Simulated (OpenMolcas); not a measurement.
# CCSD/Ahlrichs_VTZ run of CH3AlO (SMILES [CH2]1[O][AlH]1)

What is the vertical singlet–triplet gap of CH3AlO at CCSD/Ahlrichs_VTZ? 

The calculation is run with OpenMolcas 26.06.

1 further run of the same task is left out (set aside as unsound or not needed).

## 1. The structure to begin with

CH3AlO has 6 atoms, charge 0, and is taken as a singlet. As SMILES, `[CH2]1[O][AlH]1`. The shape comes from GFN2-xTB, which is rough for such elements, and wasn't checked as a minimum.

Bond lengths: C1–Al3 1.898 Å, O2–Al3 1.656 Å, C1–H4 1.088 Å, C1–H5 1.088 Å, Al3–H6 1.513 Å. Angles: C1–Al3–O2 53.3°, C1–Al3–H6 157.6°, O2–Al3–H6 149.1°, Al3–C1–H4 124.6°, Al3–C1–H5 124.9°, H4–C1–H5 110.3°. A long bond or contact: C1–O2 1.608 Å.

## 2. A single-point energy at CCSD/Ahlrichs_VTZ

File calc.input:

```
>>> EXPORT MOLCAS_PRINT=2

&gateway
 basisset
 C.Ahlrichs_VTZ....
 C1 -0.015710 -0.232230 -0.789110 angstrom
 End of Basis
 basisset
 O.Ahlrichs_VTZ....
 O2 0.240780 -1.000660 0.600230 angstrom
 End of Basis
 basisset
 Al.Ahlrichs_VTZ....
 Al3 -0.045810 0.599160 0.917200 angstrom
 End of Basis
 basisset
 H.Ahlrichs_VTZ....
 H4 -0.872510 -0.710350 -1.259130 angstrom
 H5 0.875900 -0.374680 -1.395580 angstrom
 H6 -0.182650 1.718750 1.926390 angstrom
 End of Basis

&seward

&scf
 prorbitals
 1 2

&rasscf
 fileorb
 $Project.ScfOrb
 spin
 1
 nactel
 0 0 0
 inactive
 15
 ras2
 0
 outorbitals
 Canonical
 orblisting
 NoCore

&motra
 jobiph
 frozen
 7

&ccsdt
 ccsd
 iterations
 50
 extrapolation
 5 4
```

Run with:

```sh
$ export MOLCAS_MEM=1860
$ pymolcas calc.input > calc.log
```

Standard output, shortened:

```text
--- Start Module: gateway ---
[...]
--- Stop Module: gateway /rc=_RC_ALL_IS_WELL_ ---
[...]
      Basis functions           61
[...]
       Convergence after  13 Iterations
[...]
::    Total SCF energy                               -356.3061374743
[...]
      Total spin, S                                     0.0000000000
[...]
      Number of active orbitals                  0
[...]
      Spin quantum number                      0.0
[...]
      Active orbitals                            0
[...]
      Number of CSFs                             1
[...]
      Number of root(s) required                 1
[...]
      Convergence after  4 iterations
[...]
      Natural orbitals and occupation numbers for root  1
      ************************************************************************************************************************
      *                                                    Final results                                                     *
      ************************************************************************************************************************
[...]
::    RASSCF root number  1 Total energy:   -356.30613747
[...]
      Total electronic charge=   30.000000
      Total            charge=   -0.000000
[...]
      Dipole Moment (debye):
      Origin of the operator (angstrom)=    0.0387   -0.0343    0.4163
                   X= -6.5799E-01               Y=  3.5946E+00               Z=  6.2658E-01           Total=  3.7076E+00
      Quadrupole Moment (debye*angstrom):
[...]
--- Start Module: motra ---
[...]
      *** WARNING: Default frozen orbitals is overwritten by user input.
      *** Default values:   4
[...]
--- Stop Module: motra /rc=_RC_ALL_IS_WELL_ ---
--- Start Module: ccsdt ---
[...]
      Convergence after                    15  Iterations
      Total energy (diff) :    -356.60475491      -0.00000002
[...]
--- Stop Module: ccsdt /rc=_RC_ALL_IS_WELL_ ---
[...]
```

It took 7.5 s on 1 thread of Arm Neoverse V2, shared host; peak memory 0.4 GiB.

## 3. The triplet, same level

File calc.inp:

```
* CH3AlO CCSD

&GATEWAY
 BASISSET
 C.Ahlrichs_VTZ....
 C1 -0.015710 -0.232230 -0.789110 angstrom
 End of Basis
 BASISSET
 O.Ahlrichs_VTZ....
 O2 0.240780 -1.000660 0.600230 angstrom
 End of Basis
 BASISSET
 Al.Ahlrichs_VTZ....
 Al3 -0.045810 0.599160 0.917200 angstrom
 End of Basis
 BASISSET
 H.Ahlrichs_VTZ....
 H4 -0.872510 -0.710350 -1.259130 angstrom
 H5 0.875900 -0.374680 -1.395580 angstrom
 H6 -0.182650 1.718750 1.926390 angstrom
 End of Basis

&SEWARD

&SCF
 UHF
 SPIN = 3
 PRORBITALS = 1 2

&RASSCF
 FILEORB = $Project.UnaOrb
 SPIN = 3
 NACTEL = 2 0 0
 INACTIVE = 14
 RAS2 = 2
 OUTORBITALS = Canonical
 ORBLISTING = NoCore

&MOTRA
 JOBIPH
 FROZEN = 7

&CCSDT
 CCSD
 ITERATIONS = 50
 EXTRAPOLATION = 5 4
```

Run with:

```sh
$ export MOLCAS_MEM=1860
$ pymolcas calc.inp > calc.log
```

Standard output, shortened:

```text
--- Start Module: gateway ---
[...]
--- Stop Module: gateway /rc=_RC_ALL_IS_WELL_ ---
[...]
      Basis functions           61
[...]
       Convergence after  25 Iterations
[...]
::    Total SCF energy                               -356.1760316289
[...]
      Total spin, S                                     1.0248226146
[...]
      Number of active orbitals                  2
[...]
      Spin quantum number                      1.0
[...]
      Active orbitals                            2
[...]
      Number of CSFs                             1
[...]
      Number of root(s) required                 1
[...]
      Convergence after 42 iterations
[...]
      printout of CI-coefficients larger than  0.05 for root  1
      energy=    -356.162805
      conf/sym  11     Coeff  Weight
             1  uu   1.00000 1.00000
      Natural orbitals and occupation numbers for root  1
      sym 1:   1.000000   1.000000
      ************************************************************************************************************************
      *                                                    Final results                                                     *
[...]
::    RASSCF root number  1 Total energy:   -356.16280494
[...]
      Total electronic charge=   30.000000
      Total            charge=   -0.000000
[...]
      Dipole Moment (debye):
      Origin of the operator (angstrom)=    0.0387   -0.0343    0.4163
                   X= -5.0048E-02               Y= -4.1806E-01               Z= -3.0193E+00           Total=  3.0486E+00
      Quadrupole Moment (debye*angstrom):
[...]
--- Start Module: motra ---
[...]
      *** WARNING: Default frozen orbitals is overwritten by user input.
      *** Default values:   4
[...]
--- Stop Module: motra /rc=_RC_ALL_IS_WELL_ ---
--- Start Module: ccsdt ---
[...]
      Convergence after                    22  Iterations
      Total energy (diff) :    -356.45385219       0.00000006
[...]
--- Stop Module: ccsdt /rc=_RC_ALL_IS_WELL_ ---
[...]
```

Run time: 13 s. Hardware: 1 thread of Arm Neoverse V2, shared host; peak memory 0.39 GiB.

## 4. Outcome

Level: CCSD/Ahlrichs_VTZ, 7 core orbitals frozen.

| quantity | value |
| --- | --- |
| singlet: total energy | -356.60475 Eh |
| singlet: dipole moment (mean-field density) | 3.71 D |
| singlet: HOMO energy (Hartree–Fock orbitals) | -9.84 eV |
| singlet: LUMO energy (Hartree–Fock orbitals) | 1.31 eV |
| singlet: HOMO–LUMO gap (Hartree–Fock orbitals) | 11.15 eV |
| singlet: correlation energy (7 core orbitals frozen) | -298.6 mEh |
| triplet: total energy | -356.45385 Eh |
| vertical energy of the triplet above the singlet | 4.106 eV |

At this shape the triplet lies 4.11 eV (396 kJ/mol) above the singlet. Mulliken charges (singlet) of the mean-field density run from -0.81 on O2 to +1.16 on Al3; they depend strongly on the basis.
